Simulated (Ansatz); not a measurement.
Species: CHN, SMILES `C#N` with one electron removed (charge 1, multiplicity 2), formula CHN.

### Question
How many basis functions does frozen-core CCSD(T)/cc-pVTZ // B3LYP-D3(BJ)/def2-TZVP (Ansatz, a program for electronic structure) use, how many core orbitals are frozen, and how many electrons are correlated?

### Answer
74 basis functions and 2 frozen orbitals, which leaves 9 correlated electrons. Core time is of the order of seconds.
